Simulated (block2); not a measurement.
**CH2AlN (SMILES N#[C][AlH2]): DMRG/STO-3G**

What is the energy change on altering one bond length of CH2AlN at DMRG/STO-3G? 

The calculation is run with block2 0.5.4.

5 further runs of the same task are left out: 2 that didn't finish, 3 set aside as unsound or not needed.

## 1. The molecule

CH2AlN has 5 atoms, charge 0, and is taken as a singlet. SMILES: `N#[C][AlH2]`. Geometry: relaxed at PBE0-D4/def2-TZVP.

Bond lengths: N1–C2 1.154 Å, C2–Al3 1.938 Å, Al3–H4 1.573 Å, Al3–H5 1.572 Å. Angles: N1–C2–Al3 180.0°, C2–Al3–H4 117.0°, C2–Al3–H5 117.0°, H4–Al3–H5 126.1°.

## 2. A single-point energy at DMRG/STO-3G

File dmrg.py:

```python
import numpy as np
from pyscf import cc, dft, gto, mcscf, mp, scf
from pyblock2._pyscf.ao2mo import integrals as itg
from pyblock2.driver.core import DMRGDriver, SymmetryTypes
from scipy.stats import linregress

geom = """
N      1.382300    -1.346000     1.394200
C      0.714200    -0.698000     0.711800
Al    -0.407200     0.390000    -0.434600
H     -1.629700    -0.322900    -1.120200
H     -0.009700     1.903200    -0.592600
"""
mol = gto.M(
    atom=geom,
    basis="sto-3g",
    charge=0,
    verbose=4,
)
print("basis functions = %d" % (mol.nao))
mf = scf.RHF(mol)
mf.conv_tol = 1e-10
mf.max_cycle = 200
mf.kernel()
if not mf.converged:
    mf = mf.newton().run(mf.mo_coeff, mf.mo_occ)
print(f"SCF energy = {mf.e_tot:.10f}")
# single-reference ladder for comparison
ref = mf
pt = mp.MP2(ref, frozen=7).run()
mycc = cc.CCSD(ref, frozen=7)
mycc.max_cycle = 150
mycc.kernel()
print("MP2 total energy = %.10f" % (pt.e_tot))
if mycc.converged:
    print("E(CCSD) = %.10f" % (mycc.e_tot))
    print("E(CCSD(T)) = %.10f" % (mycc.e_tot + mycc.ccsd_t()))
    print("T1 = %.4f" % (mycc.get_t1_diagnostic()))
# a few density functionals on the same geometry and basis
ks = dft.RKS(mol, xc="hse06").set(conv_tol=1e-9, verbose=3).run()
if ks.converged:
    print("E(HSE06) = %.8f" % (ks.e_tot))
ks = dft.RKS(mol, xc="pbe").set(conv_tol=1e-9, verbose=3).run()
if ks.converged:
    print(f"E(PBE) = {ks.e_tot:.8f}")
ks = dft.RKS(mol, xc="m062x").set(conv_tol=1e-9, verbose=3).run()
if ks.converged:
    print("E(M06-2X) = %.8f" % (ks.e_tot))
# CCSD natural orbitals
occ_no, mo = mcscf.addons.make_natural_orbitals(cc.CCSD(mf, frozen=7).run())
mf.mo_coeff = mo
ncas, n_elec, spin, ecore, h1e, g2e, orb_sym = itg.get_rhf_integrals(mf, ncore=7, ncas=14, pg_symm=False, g2e_symm=1)
drv = DMRGDriver(scratch="./tmp", symm_type=SymmetryTypes.SU2, stack_mem=1500 << 20, n_threads=1)
# orbital ordering
idx = drv.orbital_reordering(h1e, g2e, method="gaopt")
print("orbital order:", idx.tolist())
h1e = h1e[np.ix_(idx, idx)]
g2e = g2e[np.ix_(idx, idx, idx, idx)]
orb_sym = np.array(orb_sym)[idx]
drv.initialize_system(n_sites=ncas, n_elec=n_elec, spin=spin, orb_sym=orb_sym)
mpo = drv.get_qc_mpo(h1e=h1e, g2e=g2e, ecore=ecore, iprint=1)
occs = np.array([1.8] * 7 + [0.2] * 7)[idx]
mps = drv.get_random_mps(tag="GS", bond_dim=12, nroots=1, occs=occs)
bond_dims = [12] * 2 + [25] * 4 + [50] * 2 + [100] * 4
noises = [0.001] * 2 + [0.0001] * 4 + [0.0001] * 2 + [1e-05] * 4 + [0]
thrds = [1e-07] * 12
e = drv.dmrg(mpo, mps, n_sweeps=18, tol=1e-06, bond_dims=bond_dims, noises=noises, thrds=thrds, iprint=2)
ms, dws, es = drv.get_dmrg_results()
print("discarded weight = %.3e" % (dws[-1]))
print("E(final) = %.10f" % (e))
dm1 = drv.get_1pdm(mps)
print("natural occupations =", np.round(np.linalg.eigvalsh(dm1)[::-1], 5).tolist())
c_act = mf.mo_coeff[:, 7:21][:, idx]
dm_ao = c_act @ dm1 @ c_act.T + 2 * mf.mo_coeff[:, :7] @ mf.mo_coeff[:, :7].T
print("dipole moment (debye) =", np.round(scf.hf.dip_moment(mol, dm_ao, verbose=0), 4).tolist())
print(f"max block entropy = {max(drv.get_bipartite_entanglement(mps)):.4f}")
# extrapolation to zero discarded weight
mps = drv.adjust_mps(mps, dot=2)[0]
back = [90, 75, 60, 45]
drv.dmrg(mpo, mps, n_sweeps=4 * len(back), tol=0, bond_dims=[m for m in back for _ in range(4)], noises=[0] * (4 * len(back)), thrds=[1e-9] * (4 * len(back)), iprint=1)
ms, dws, es = drv.get_dmrg_results()
ms, dws, es = ms[3::4], dws[3::4], np.array(es)[3::4, 0]
fit = linregress(dws, es)
print("bond dimensions =", np.round(ms, 1).tolist())
print("DW(M) =", np.round(dws, 12).tolist())
print("energies at each M =", np.round(es, 9).tolist())
print("extrapolated energy = %.8f" % (fit.intercept))
print("error estimate = %.3e" % (abs(fit.intercept - es.min()) / 5))
```

The run is started by

```sh
python dmrg.py
```

The program printed:

```text
[INPUT] verbose = 4
[INPUT] num. atoms = 5
[INPUT] num. electrons = 28
[INPUT] charge = 0
[INPUT] spin (= nelec alpha-beta = 2S) = 0
[INPUT] symmetry False subgroup None
[INPUT] Mole.unit = angstrom
[INPUT] Symbol           X                Y                Z      unit          X                Y                Z       unit  Magmom
[INPUT]  1 N      1.382300000000  -1.346000000000   1.394200000000 AA    2.612168421986  -2.543571363665   2.634656162869 Bohr   0.0
[INPUT]  2 C      0.714200000000  -0.698000000000   0.711800000000 AA    1.349642398164  -1.319028834946   1.345107055465 Bohr   0.0
[INPUT]  3 Al    -0.407200000000   0.390000000000  -0.434600000000 AA   -0.769496477923   0.736993188580  -0.821274973736 Bohr   0.0
[INPUT]  4 H     -1.629700000000  -0.322900000000  -1.120200000000 AA   -3.079686665204  -0.610192565622  -2.116871204738 Bohr   0.0
[INPUT]  5 H     -0.009700000000   1.903200000000  -0.592600000000 AA   -0.018330343408   3.596526760272  -1.119851701417 Bohr   0.0

nuclear repulsion = 69.0141556088326
number of shells = 13
number of NR pGTOs = 63
number of NR cGTOs = 21
basis = sto-3g
ecp = {}
CPU time:         0.72
basis functions = 21

******** <class 'pyscf.scf.hf.RHF'> ********
method = RHF
initial guess = minao
damping factor = 0
level_shift factor = 0
DIIS = <class 'pyscf.scf.diis.CDIIS'>
diis_start_cycle = 1
diis_space = 8
diis_damp = 0
SCF conv_tol = 1e-10
SCF conv_tol_grad = None
SCF max_cycles = 200
direct_scf = True
direct_scf_tol = 1e-13
chkfile to save SCF result = tmp74cseuwt
max_memory 1800 MB (current use 133 MB)
Set gradient conv threshold to 1e-05
Initial guess from minao.
init E= -331.148565745249
  HOMO = -0.323028576313359  LUMO = 0.10639984084232  gap/eV = 11.68534
cycle= 1 E= -331.247979304555  delta_E= -0.0994  |g|= 0.447  |ddm|= 2.84
  HOMO = -0.310947982180926  LUMO = 0.218822400269691  gap/eV = 14.41579
cycle= 2 E= -331.274173089473  delta_E= -0.0262  |g|= 0.404  |ddm|= 0.832
  HOMO = -0.35671389771593  LUMO = 0.248895327560396  gap/eV = 16.47947
cycle= 3 E= -331.315017010324  delta_E= -0.0408  |g|= 0.0337  |ddm|=  0.4
  HOMO = -0.362373643775652  LUMO = 0.257775700845634  gap/eV = 16.87512
cycle= 4 E= -331.315728494434  delta_E= -0.000711  |g|= 0.00688  |ddm|= 0.0912
  HOMO = -0.361867980076418  LUMO = 0.256416353189268  gap/eV = 16.82437
cycle= 5 E= -331.31575039699  delta_E= -2.19e-05  |g|= 0.00218  |ddm|= 0.0162
  HOMO = -0.361798658087182  LUMO = 0.256495447449342  gap/eV = 16.82464
cycle= 6 E= -331.31575312747  delta_E= -2.73e-06  |g|= 0.000578  |ddm|= 0.00542
  HOMO = -0.361864236226259  LUMO = 0.256564964731111  gap/eV = 16.82832
cycle= 7 E= -331.315753579653  delta_E= -4.52e-07  |g|= 0.000273  |ddm|= 0.00175
  HOMO = -0.361876046762829  LUMO = 0.256566790007101  gap/eV = 16.82869
cycle= 8 E= -331.315753721294  delta_E= -1.42e-07  |g|= 3.08e-05  |ddm|= 0.00147
  HOMO = -0.361883916588875  LUMO = 0.256567762991288  gap/eV = 16.82893
cycle= 9 E= -331.315753722422  delta_E= -1.13e-09  |g|= 3.23e-06  |ddm|= 0.000132
  HOMO = -0.361883334491308  LUMO = 0.256568506193672  gap/eV = 16.82893
cycle= 10 E= -331.315753722426  delta_E= -3.98e-12  |g|= 3.42e-07  |ddm|= 6.73e-06
  HOMO = -0.361883360817027  LUMO = 0.256568499295582  gap/eV = 16.82893
Extra cycle  E= -331.315753722427  delta_E= -7.96e-13  |g|= 1.1e-07  |ddm|= 7.57e-07
converged SCF energy = -331.315753722427
SCF energy = -331.3157537224

******** <class 'pyscf.mp.mp2.RMP2'> ********
nocc = 7, nmo = 14
frozen orbitals 7
max_memory 1800 MB (current use 146 MB)
E(RMP2) = -331.494557626327  E_corr = -0.178803903899907
E(SCS-RMP2) = -331.496587987826  E_corr = -0.18083426539849
E_corr(same-spin) = -0.0389197145554592
E_corr(oppo-spin) = -0.139884189344448

******** <class 'pyscf.cc.ccsd.CCSD'> ********
CC2 = 0
CCSD nocc = 7, nmo = 14
frozen orbitals 7
max_cycle = 150
direct = 0
conv_tol = 1e-07
conv_tol_normt = 1e-05
diis_space = 6
diis_start_cycle = 0
diis_start_energy_diff = 1e+09
max_memory 1800 MB (current use 146 MB)
Init t2, MP2 energy = -331.494557625751  E_corr(MP2) -0.178803903324044
Init E_corr(CCSD) = -0.178803903324052
cycle = 1  E_corr(CCSD) = -0.181951722399141  dE = -0.00314781908  norm(t1,t2) = 0.0444121
cycle = 2  E_corr(CCSD) = -0.189515872129115  dE = -0.00756414973  norm(t1,t2) = 0.021003
cycle = 3  E_corr(CCSD) = -0.193632272261229  dE = -0.00411640013  norm(t1,t2) = 0.0100249
cycle = 4  E_corr(CCSD) = -0.194534275648055  dE = -0.000902003387  norm(t1,t2) = 0.00309648
cycle = 5  E_corr(CCSD) = -0.194652529104677  dE = -0.000118253457  norm(t1,t2) = 0.00124103
cycle = 6  E_corr(CCSD) = -0.194622648002803  dE = 2.98811019e-05  norm(t1,t2) = 0.000246423
cycle = 7  E_corr(CCSD) = -0.194623471746029  dE = -8.23743226e-07  norm(t1,t2) = 7.48685e-05
cycle = 8  E_corr(CCSD) = -0.194630102871931  dE = -6.6311259e-06  norm(t1,t2) = 2.52293e-05
cycle = 9  E_corr(CCSD) = -0.194629374745723  dE = 7.28126209e-07  norm(t1,t2) = 7.85053e-06
cycle = 10  E_corr(CCSD) = -0.194629374898706  dE = -1.52983681e-10  norm(t1,t2) = 1.97457e-06
CCSD converged
E(CCSD) = -331.5103830973258  E_corr = -0.1946293748987064
MP2 total energy = -331.4945576263
E(CCSD) = -331.5103830973
CCSD(T) correction = -0.00208351560905316
E(CCSD(T)) = -331.5124666129
T1 = 0.0070
radial grids:
    Treutler-Ahlrichs [JCP 102, 346 (1995); DOI:10.1063/1.469408] (M4) radial grids

[... 17 lines left out ...]
converged SCF energy = -332.082244215739
[... 88 lines left out ...]
 --> Site =    0-   1 .. Mmps =    2 Ndav =  11 E =   -330.1520212497 Error = 0.00e+00 FLOPS = 1.79e+07 Tdav = 0.00 T = 0.00
[... 5 lines left out ...]
 --> Site =    6-   7 .. Mmps =   12 Ndav =   9 E =   -331.3467286550 Error = 1.15e-05 FLOPS = 1.26e+09 Tdav = 0.00 T = 0.02
[... 5 lines left out ...]
 --> Site =   12-  13 .. Mmps =   12 Ndav =   5 E =   -331.4855962251 Error = 2.76e-18 FLOPS = 4.45e+07 Tdav = 0.00 T = 0.00
[... 14 lines left out ...]
 <-- Site =    7-   8 .. Mmps =   12 Ndav =   5 E =   -331.4910118744 Error = 2.60e-04 FLOPS = 6.86e+08 Tdav = 0.00 T = 0.04
[... 5 lines left out ...]
 <-- Site =    1-   2 .. Mmps =   12 Ndav =   1 E =   -331.4990705754 Error = 3.80e-08 FLOPS = 1.25e+08 Tdav = 0.00 T = 0.01
[... 14 lines left out ...]
 --> Site =    4-   5 .. Mmps =   25 Ndav =   4 E =   -331.5016958765 Error = 9.96e-06 FLOPS = 1.99e+09 Tdav = 0.00 T = 0.02
[... 5 lines left out ...]
 --> Site =   10-  11 .. Mmps =   25 Ndav =   6 E =   -331.5102833599 Error = 5.01e-07 FLOPS = 1.10e+09 Tdav = 0.00 T = 0.01
[... 14 lines left out ...]
 <-- Site =    9-  10 .. Mmps =   25 Ndav =   3 E =   -331.5103048965 Error = 8.30e-06 FLOPS = 3.38e+09 Tdav = 0.00 T = 0.01
[... 5 lines left out ...]
 <-- Site =    3-   4 .. Mmps =   25 Ndav =   5 E =   -331.5112709530 Error = 4.70e-05 FLOPS = 4.65e+09 Tdav = 0.00 T = 0.02
[... 14 lines left out ...]
 --> Site =    2-   3 .. Mmps =   25 Ndav =   1 E =   -331.5112816099 Error = 9.94e-08 FLOPS = 1.05e+09 Tdav = 0.00 T = 0.01
[... 5 lines left out ...]
 --> Site =    8-   9 .. Mmps =   25 Ndav =   6 E =   -331.5116692729 Error = 1.17e-04 FLOPS = 3.80e+09 Tdav = 0.00 T = 0.03
[... 14 lines left out ...]
 <-- Site =   11-  12 .. Mmps =   10 Ndav =   1 E =   -331.5118132468 Error = 0.00e+00 FLOPS = 6.36e+08 Tdav = 0.00 T = 0.01
[... 5 lines left out ...]
 <-- Site =    5-   6 .. Mmps =   25 Ndav =   4 E =   -331.5119328885 Error = 3.84e-05 FLOPS = 4.93e+09 Tdav = 0.00 T = 0.03
[... 14 lines left out ...]
 --> Site =    0-   1 .. Mmps =    3 Ndav =   1 E =   -331.5118050999 Error = 0.00e+00 FLOPS = 1.91e+08 Tdav = 0.00 T = 0.00
[... 5 lines left out ...]
 --> Site =    6-   7 .. Mmps =   50 Ndav =   4 E =   -331.5122415797 Error = 3.14e-06 FLOPS = 3.88e+09 Tdav = 0.01 T = 0.10
[... 5 lines left out ...]
 --> Site =   12-  13 .. Mmps =   15 Ndav =   1 E =   -331.5128299073 Error = 4.06e-21 FLOPS = 5.04e+08 Tdav = 0.00 T = 0.00
[... 14 lines left out ...]
 <-- Site =    7-   8 .. Mmps =   50 Ndav =   4 E =   -331.5129973920 Error = 5.89e-06 FLOPS = 4.94e+09 Tdav = 0.02 T = 0.14
[... 5 lines left out ...]
 <-- Site =    1-   2 .. Mmps =   50 Ndav =   1 E =   -331.5137554973 Error = 6.45e-12 FLOPS = 1.10e+09 Tdav = 0.00 T = 0.01
[... 14 lines left out ...]
 --> Site =    4-   5 .. Mmps =  100 Ndav =   4 E =   -331.5138388957 Error = 8.32e-07 FLOPS = 8.97e+09 Tdav = 0.03 T = 0.08
[... 5 lines left out ...]
 --> Site =   10-  11 .. Mmps =  100 Ndav =   1 E =   -331.5144924209 Error = 2.45e-10 FLOPS = 2.80e+09 Tdav = 0.00 T = 0.03
[... 14 lines left out ...]
 <-- Site =    9-  10 .. Mmps =  100 Ndav =   1 E =   -331.5144924209 Error = 2.07e-10 FLOPS = 6.58e+09 Tdav = 0.00 T = 0.04
[... 5 lines left out ...]
 <-- Site =    3-   4 .. Mmps =  100 Ndav =   2 E =   -331.5146026890 Error = 1.07e-07 FLOPS = 6.84e+09 Tdav = 0.01 T = 0.05
[... 14 lines left out ...]
 --> Site =    2-   3 .. Mmps =   35 Ndav =   1 E =   -331.5146025021 Error = 0.00e+00 FLOPS = 2.20e+09 Tdav = 0.00 T = 0.04
[... 5 lines left out ...]
 --> Site =    8-   9 .. Mmps =  100 Ndav =   5 E =   -331.5146695870 Error = 1.04e-05 FLOPS = 1.15e+10 Tdav = 0.07 T = 0.15
[... 14 lines left out ...]
 <-- Site =   11-  12 .. Mmps =   10 Ndav =   1 E =   -331.5146381863 Error = 0.00e+00 FLOPS = 6.93e+08 Tdav = 0.00 T = 0.02
[... 5 lines left out ...]
 <-- Site =    5-   6 .. Mmps =  100 Ndav =   3 E =   -331.5146532176 Error = 3.65e-06 FLOPS = 1.11e+10 Tdav = 0.06 T = 0.18
[... 14 lines left out ...]
 --> Site =    0-   1 .. Mmps =    3 Ndav =   1 E =   -331.5146402813 Error = 0.00e+00 FLOPS = 6.58e+08 Tdav = 0.00 T = 0.00
[... 5 lines left out ...]
 --> Site =    6-   7 .. Mmps =  100 Ndav =   4 E =   -331.5146626327 Error = 5.53e-06 FLOPS = 1.20e+10 Tdav = 0.09 T = 0.35
 --> Site =    7-   8 .. Mmps =  100 Ndav =   3 E =   -331.5146488868 Error = 1.59e-06 FLOPS = 1.24e+10 Tdav = 0.05 T = 0.29
 --> Site =    8-   9 .. Mmps =  100 Ndav =   4 E =   -331.5146821180 Error = 1.04e-05 FLOPS = 1.10e+10 Tdav = 0.06 T = 0.18
 --> Site =    9-  10 .. Mmps =  100 Ndav =   3 E =   -331.5146482812 Error = 2.12e-15 FLOPS = 7.68e+09 Tdav = 0.01 T = 0.07
 --> Site =   10-  11 .. Mmps =   52 Ndav =   1 E =   -331.5146482812 Error = 5.61e-20 FLOPS = 2.69e+09 Tdav = 0.00 T = 0.03
 --> Site =   11-  12 .. Mmps =   21 Ndav =   1 E =   -331.5146482812 Error = 1.08e-20 FLOPS = 9.83e+08 Tdav = 0.00 T = 0.01
 --> Site =   12-  13 .. Mmps =    7 Ndav =   1 E =   -331.5146482812 Error = 8.67e-21 FLOPS = 9.56e+07 Tdav = 0.00 T = 0.00
[... 8 lines left out ...]
Sweep =   13 | Direction = backward | Bond dimension =  100 | Noise =  0.00e+00 | Dav threshold =  1.00e-07
 <-- Site =   12-  13 .. Mmps =    3 Ndav =   1 E =   -331.5146482812 Error = 0.00e+00 FLOPS = 1.15e+08 Tdav = 0.00 T = 0.00
 <-- Site =   11-  12 .. Mmps =   10 Ndav =   1 E =   -331.5146482812 Error = 0.00e+00 FLOPS = 8.75e+08 Tdav = 0.00 T = 0.01
 <-- Site =   10-  11 .. Mmps =   35 Ndav =   1 E =   -331.5146482812 Error = 0.00e+00 FLOPS = 2.62e+09 Tdav = 0.00 T = 0.02
 <-- Site =    9-  10 .. Mmps =  100 Ndav =   1 E =   -331.5146482812 Error = 5.92e-22 FLOPS = 5.56e+09 Tdav = 0.00 T = 0.04
 <-- Site =    8-   9 .. Mmps =  100 Ndav =   4 E =   -331.5146819598 Error = 1.03e-05 FLOPS = 1.40e+10 Tdav = 0.05 T = 0.11
 <-- Site =    7-   8 .. Mmps =  100 Ndav =   3 E =   -331.5146560898 Error = 1.68e-06 FLOPS = 1.07e+10 Tdav = 0.06 T = 0.28
 <-- Site =    6-   7 .. Mmps =  100 Ndav =   4 E =   -331.5146742343 Error = 5.75e-06 FLOPS = 9.70e+09 Tdav = 0.11 T = 0.38
 <-- Site =    5-   6 .. Mmps =  100 Ndav =   3 E =   -331.5146647016 Error = 3.17e-06 FLOPS = 8.57e+09 Tdav = 0.07 T = 0.20
 <-- Site =    4-   5 .. Mmps =  100 Ndav =   3 E =   -331.5146635935 Error = 3.07e-06 FLOPS = 8.11e+09 Tdav = 0.06 T = 0.16
 <-- Site =    3-   4 .. Mmps =  100 Ndav =   2 E =   -331.5146542918 Error = 9.86e-09 FLOPS = 4.89e+09 Tdav = 0.01 T = 0.07
 <-- Site =    2-   3 .. Mmps =   48 Ndav =   1 E =   -331.5146542461 Error = 5.63e-20 FLOPS = 3.29e+09 Tdav = 0.00 T = 0.04
 <-- Site =    1-   2 .. Mmps =   16 Ndav =   1 E =   -331.5146542461 Error = 1.24e-20 FLOPS = 7.09e+08 Tdav = 0.00 T = 0.02
 <-- Site =    0-   1 .. Mmps =    7 Ndav =   1 E =   -331.5146542461 Error = 4.82e-22 FLOPS = 5.42e+07 Tdav = 0.00 T = 0.00
Time elapsed =     10.482 | E =    -331.5146819598 | DE = 1.58e-07 | DW = 1.03366e-05
Time sweep =        1.340 | 3.33 GFLOP/SWP
 | Dmem = 2.41 MB (8%) | Imem = 89.6 KB (97%) | Hmem = 51.3 MB | Wmem = 108 KB | Pmem = 0 B
 | Tread = 0.012 | Twrite = 0.018 | Tfpread = 0.011 | Tfpwrite = 0.016 | Tmporead = 0.000
 | data = 10.3 MB | cpsd = 7.57 MB | Tasync = 0.000
 | Trot = 0.054 | Tctr = 0.000 | Tint = 0.001 | Tmid = 0.000 | Tdctr = 0.001 | Tdiag = 0.013 | Tinfo = 0.007
 | Teff = 0.850 | Tprt = 0.000 | Teig = 0.371 | Tblk = 1.255 | Tmve = 0.084 | Tdm = 0.001 | Tsplt = 0.009 | Tsvd = 0.000 | Torth = 0.000

discarded weight = 1.034e-05
E(final) = -331.5146819598
natural occupations = [1.99298, 1.98163, 1.9783, 1.97001, 1.96498, 1.92508, 1.92412, 0.08089, 0.08087, 0.04301, 0.02044, 0.01984, 0.01312, 0.00472]
dipole moment (debye) = [-2.0024, 1.9428, -2.046]
max block entropy = 0.3907

Sweep =    0 | Direction =  forward | Bond dimension =   90 | Noise =  0.00e+00 | Dav threshold =  1.00e-09
Time elapsed =      1.949 | E =    -331.5146645864 | DW = 1.59874e-05

Sweep =    1 | Direction = backward | Bond dimension =   90 | Noise =  0.00e+00 | Dav threshold =  1.00e-09
Time elapsed =      3.593 | E =    -331.5146638436 | DE = 7.43e-07 | DW = 1.58175e-05

Sweep =    2 | Direction =  forward | Bond dimension =   90 | Noise =  0.00e+00 | Dav threshold =  1.00e-09
Time elapsed =      4.895 | E =    -331.5146640780 | DE = -2.34e-07 | DW = 1.54424e-05

Sweep =    3 | Direction = backward | Bond dimension =   90 | Noise =  0.00e+00 | Dav threshold =  1.00e-09
Time elapsed =      6.231 | E =    -331.5146643961 | DE = -3.18e-07 | DW = 1.55265e-05

Sweep =    4 | Direction =  forward | Bond dimension =   75 | Noise =  0.00e+00 | Dav threshold =  1.00e-09
Time elapsed =      7.364 | E =    -331.5146275850 | DE = 3.68e-05 | DW = 2.95431e-05

Sweep =    5 | Direction = backward | Bond dimension =   75 | Noise =  0.00e+00 | Dav threshold =  1.00e-09
Time elapsed =      8.376 | E =    -331.5145922680 | DE = 3.53e-05 | DW = 2.81450e-05

Sweep =    6 | Direction =  forward | Bond dimension =   75 | Noise =  0.00e+00 | Dav threshold =  1.00e-09
Time elapsed =      9.554 | E =    -331.5145951494 | DE = -2.88e-06 | DW = 2.56485e-05

Sweep =    7 | Direction = backward | Bond dimension =   75 | Noise =  0.00e+00 | Dav threshold =  1.00e-09
Time elapsed =     10.609 | E =    -331.5145952401 | DE = -9.07e-08 | DW = 2.56576e-05

Sweep =    8 | Direction =  forward | Bond dimension =   60 | Noise =  0.00e+00 | Dav threshold =  1.00e-09
Time elapsed =     11.377 | E =    -331.5145327172 | DE = 6.25e-05 | DW = 4.88668e-05

Sweep =    9 | Direction = backward | Bond dimension =   60 | Noise =  0.00e+00 | Dav threshold =  1.00e-09
Time elapsed =     12.198 | E =    -331.5144538566 | DE = 7.89e-05 | DW = 4.46888e-05

Sweep =   10 | Direction =  forward | Bond dimension =   60 | Noise =  0.00e+00 | Dav threshold =  1.00e-09
Time elapsed =     13.130 | E =    -331.5144543866 | DE = -5.30e-07 | DW = 4.21229e-05

Sweep =   11 | Direction = backward | Bond dimension =   60 | Noise =  0.00e+00 | Dav threshold =  1.00e-09
Time elapsed =     13.971 | E =    -331.5144545862 | DE = -2.00e-07 | DW = 4.21857e-05

Sweep =   12 | Direction =  forward | Bond dimension =   45 | Noise =  0.00e+00 | Dav threshold =  1.00e-09
Time elapsed =     14.571 | E =    -331.5143453949 | DE = 1.09e-04 | DW = 9.57763e-05

Sweep =   13 | Direction = backward | Bond dimension =   45 | Noise =  0.00e+00 | Dav threshold =  1.00e-09
Time elapsed =     15.071 | E =    -331.5141483870 | DE = 1.97e-04 | DW = 8.33641e-05

Sweep =   14 | Direction =  forward | Bond dimension =   45 | Noise =  0.00e+00 | Dav threshold =  1.00e-09
Time elapsed =     15.764 | E =    -331.5141617220 | DE = -1.33e-05 | DW = 7.73619e-05

Sweep =   15 | Direction = backward | Bond dimension =   45 | Noise =  0.00e+00 | Dav threshold =  1.00e-09
Time elapsed =     16.300 | E =    -331.5141617979 | DE = -7.59e-08 | DW = 7.73441e-05

bond dimensions = [90, 75, 60, 45]
DW(M) = [1.5526488e-05, 2.5657623e-05, 4.2185673e-05, 7.7344119e-05]
energies at each M = [-331.514664396, -331.51459524, -331.514454586, -331.514161798]
extrapolated energy = -331.51479891
error estimate = 2.690e-05
```

It took 40 s on 1 thread of Intel Xeon 6975P-C (Granite Rapids), shared host; peak memory 0.35 GiB.

(Part 1 of 2 ends here.)
